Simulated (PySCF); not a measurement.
**Orbital picture of AlS**

PBE0 at R = 2.039 Å; basis Al def2-TZVP, S def2-TZVP; no relativity; PySCF 2.14. State: ²Σ⁺ (doublet), unpaired electrons σ ↑. Only the outer orbitals are listed, counted within each symmetry.

```csv
spin,orbital,occ.,ε (eV),on Al (%),main shells (%)
α,7σ,1,-18.64,14,85 S s
α,8σ,1,-10.40,51,"50 Al s, 41 S p"
α,9σ,1,-7.40,66,"35 Al p, 34 S p, 31 Al s"
α,3π,1,-7.20,19,"81 S p, 16 Al p"
α,3π,1,-7.20,19,"81 S p, 16 Al p"
α,4π,0,-1.82,88,"82 Al p, 11 S p"
α,4π,0,-1.82,88,"82 Al p, 11 S p"
α,10σ,0,0.64,105,"68 Al p, 21 Al d, 16 Al s"
β,7σ,1,-18.14,15,84 S s
β,8σ,1,-9.36,48,"46 Al s, 43 S p"
β,3π,1,-7.11,18,"81 S p, 14 Al p"
β,3π,1,-7.11,18,"81 S p, 14 Al p"
β,9σ,0,-4.29,71,"43 Al s, 29 S p, 27 Al p"
β,4π,0,-1.17,88,"86 Al p, 10 S p"
β,4π,0,-1.17,88,"86 Al p, 10 S p"
```

Which are the highest filled and the lowest empty level, where do they sit, and how wide is the gap?

Highest filled β 3π at -7.11 eV (in %: 81 S p, 14 Al p); lowest empty β 9σ at -4.29 eV (in %: 43 Al s, 29 S p, 27 Al p); the gap at PBE0 is 2.82 eV.

| Property | Result |
| --- | --- |
| bond order (Mayer) | 2.22 |
| ⟨S²⟩ | 0.758 |
| charge on Al (Mulliken, basis-dependent) | 0.31 |
| charge on Al (Löwdin, basis-dependent) | -0.12 |
| dipole moment (positive dipole means Al(−)S(+)) | -3.87 D |
| polarisability along the bond | 76.9 bohr³ |
| polarisability across the bond | 47.9 bohr³ |

Shares are Mulliken populations and can fall outside 0 to 100 %.

The state is the lowest determinant that a PBE0 search found; another state may lie lower at other levels.
